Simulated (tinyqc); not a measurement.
Inside a calculation (part 2 of 2). Method: CCD on RHF in the sto-3g basis, frozen core, for H2F+, spin multiplicity 1. Computed by tinyqc, a small Python program that keeps every step (integrals from PySCF). Command: `OMP_NUM_THREADS=1 python tinyqc.py 22485 22486 out.jsonl` (the two numbers bound the seeds that draw the settings). One thread of a shared host (Intel(R) Xeon(R) Processor @ 2.60GHz), about 0.1 s of CPU time with the checks.

Geometry (angstrom):
```
atom       x        y       z
F     0.0000   0.0000  0.0000
H     0.0000   0.9040  0.5190
H     0.0000  -0.9040  0.5190
```

## CCD: convergence

E_corr = 1/4 sum <ij||ab> t_ij^ab; stop when the norm of the change is below 1e-8.

Course of the amplitude iterations:
```
update  correlation energy (hartree)  norm of the change
0                          -0.034763                   -
1                          -0.042197            5.62e-02
2                          -0.044111            1.75e-02
3                          -0.044675            6.25e-03
4                          -0.044859            2.39e-03
5                          -0.044923            9.63e-04
6                          -0.044947            4.07e-04
7                          -0.044955            1.79e-04
8                          -0.044959            8.12e-05
9                          -0.044960            3.76e-05
10                         -0.044961            1.76e-05
11                         -0.044961            8.33e-06
12                         -0.044961            3.95e-06
13                         -0.044961            1.88e-06
14                         -0.044961            8.96e-07
15                         -0.044961            4.27e-07
16                         -0.044961            2.04e-07
17                         -0.044961            9.72e-08
18                         -0.044961            4.64e-08
19                         -0.044961            2.21e-08
20                         -0.044961            1.06e-08
21                         -0.044961            5.04e-09
```

Converged amplitudes (spin orbitals 1a, 1b, ...; amplitudes related by a flip of all spins are not repeated):
```
from      to        t
3a 3b  7a 7b  -0.0851
3a 4b  6b 7a  -0.0470
3a 3b  6a 6b  -0.0459
4a 4b  6a 6b  -0.0445
3a 4b  6a 7b   0.0314
2a 3b  6a 7b   0.0286
2a 4b  6a 6b  -0.0283
4a 4b  7a 7b  -0.0245
2a 2b  6a 6b  -0.0185
3a 4a  6a 7a  -0.0156
2a 3b  6b 7a  -0.0153
2a 3a  6a 7a   0.0133
5a 5b  6a 6b  -0.0132
2a 2b  7a 7b  -0.0130
5a 5b  7a 7b  -0.0075
2a 4b  7a 7b   0.0017
```

CCD total energy = -98.897542 hartree

Converged in 21 updates.
